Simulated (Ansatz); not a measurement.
# Relaxing TlO₃

These are results of DFT PBE, scalar-relativistic, plane waves, PAW in Ansatz, not measurements.

TlO₃ was placed on the Ni3Sn (D0_19) structure type (P6_3/mmc, No. 194), with Tl in place of Sn, O in place of Ni, at a guessed volume.

Input of the last, converged step (default PAW datasets):

```yaml
crystal:
  lattice:
    - [4.6803370607, 0.0, 0.0]
    - [-2.3401685304, 4.0532907929, 0.0]
    - [0.0, 0.0, 4.9480973875]
  atoms:
    - { symbol: Tl, position: [0.3333333333, 0.6666666667, 0.25] }
    - { symbol: Tl, position: [0.6666666667, 0.3333333333, 0.75] }
    - { symbol: O, position: [0.8246680339, 0.6493360678, 0.25] }
    - { symbol: O, position: [0.1753319661, 0.8246680339, 0.75] }
    - { symbol: O, position: [0.3506639322, 0.1753319661, 0.25] }
    - { symbol: O, position: [0.1753319661, 0.3506639322, 0.75] }
    - { symbol: O, position: [0.8246680339, 0.1753319661, 0.25] }
    - { symbol: O, position: [0.6493360678, 0.8246680339, 0.75] }
basis:
  ecutwfc: 420
kpoints:
  mp_grid: { grid: [12, 12, 8] }
hamiltonian:
  xc: pbe
scf:
  occupations: { method: gaussian, width: 0.1 }
output:
  forces: true
  stress: true
  eigenvalues: true
relax:
  adjacent_minimum: "off"
  f_tol: 0.01
  max_steps: 80
  cell: { stress_tol: 0.05 }
```

Launched as:

```bash
ansatz run input.yaml --threads 1 --pin off --max-ram 2560MiB --backend cpu --events-out ev --progress --plain --runs-dir out
```

It took 3.4 min on 1 thread of Arm Neoverse V1 (shared host), peak memory 0.53 GiB.

The program printed at the end:

```
SCF converged after 8 iterations
Free energy (F): -26271.310784 eV
Harris-Foulkes:  -26271.310784 eV  (|F-HF|=3.64e-12)
Internal energy: -26271.250033 eV  (E = F + TS)
E sigma→0 (E₀):  -26271.280409 eV
Entropy (-TS):   -0.060751 eV (-7.594 meV/atom)
Fermi energy:    7.686784 eV
--- Per-component energies (eV) ---
  E_band       = 14.212660
  E_kinetic    = 1700.999402
  E_local      = -3169.222070  (includes V_loc(G=0)·N_el)
  E_nonlocal   = 930.275586
  E_hartree    = 1080.673409
  E_xc         = -884.390672
  E_vxc        = -824.681004  (∫ρ·V_xc dr)
  E_paw        = -21291.066480  (= ΣΔE_a)
  E_vpaw       = -784.519466  (= ΣTr[D̂ρ^β])
  E_aug_tail   = 0.013392  (compensation charges beyond the density's cutoff)
  E_ewald      = -4638.532601
  E_smearing   = -0.060751  (= −TS)
  E_closure    = 0.000000  (closes the sum)
  Σ components = -26271.310784   (vs F -26271.310784, Δ=0.00e0)
--- Forces (eV/Å), atoms counted from 1 ---
  atom   1  Tl     0.00000000     0.00000000     0.00000000
  atom   2  Tl     0.00000000     0.00000000     0.00000000
  atom   3  O      0.00000000    -0.00011898     0.00000000
  atom   4  O      0.00010304    -0.00005949     0.00000000
  atom   5  O      0.00010304     0.00005949     0.00000000
  atom   6  O      0.00000000     0.00011898     0.00000000
  atom   7  O     -0.00010304     0.00005949     0.00000000
  atom   8  O     -0.00010304    -0.00005949     0.00000000
  max |Σ_I F_I| component: 2.30e-18 eV/Å
--- Stress (GPa, compression-positive) ---
       -0.005406       0.000000       0.000000
        0.000000      -0.005406       0.000000
        0.000000       0.000000       0.024080
  P = ⅓ Tr σ = 0.0044 GPa (0.044 kbar)
--- Relaxed structure (7 steps of the walk, 7 accepted, 3 SCFs on fresh bases) ---
  F+E_penalty+E_count = -26271.31078384 eV   max|allowed force component| = 1.190e-4 eV/Å   (the final SCF, on the basis selected at the relaxed cell)
  cell:  # Å, volume = 94.6341 Å³
    - [4.668145, 0.000000, 0.0]
    - [-2.334072, 4.042732, 0.0]
    - [0.0, 0.0, 5.014510]
  atoms:
    - { symbol: Tl, position: [0.333333, 0.666667, 0.250000] }
    - { symbol: Tl, position: [0.666667, 0.333333, 0.750000] }
    - { symbol: O, position: [0.824386, 0.648773, 0.250000] }
    - { symbol: O, position: [0.175614, 0.824386, 0.750000] }
    - { symbol: O, position: [0.351227, 0.175614, 0.250000] }
    - { symbol: O, position: [0.175614, 0.351227, 0.750000] }
    - { symbol: O, position: [0.824386, 0.175614, 0.250000] }
    - { symbol: O, position: [0.648773, 0.824386, 0.750000] }
```

Total energies depend on the potentials used, so only differences within one code and one set of settings carry meaning.

The result has space group P6_3/mmc (No. 194). Around Tl lie 6 O at 2.34 Å and 6 O at 2.81 Å; O has 2 O at 2.21 Å, 2 Tl at 2.34 Å, 2 O at 2.46 Å, 2 Tl at 2.81 Å and 4 O at 2.88 Å.

Against the elements it lies at 0.85 eV/atom. The zero of energy is the elements' standard structures at the same level (O₂ as a molecule); no fitted shifts are applied.

The k mesh leaves about 4 meV/atom of noise in metals. Spin–orbit coupling is left out.

Symmetry constrained the relaxation, so the result can be a saddle point.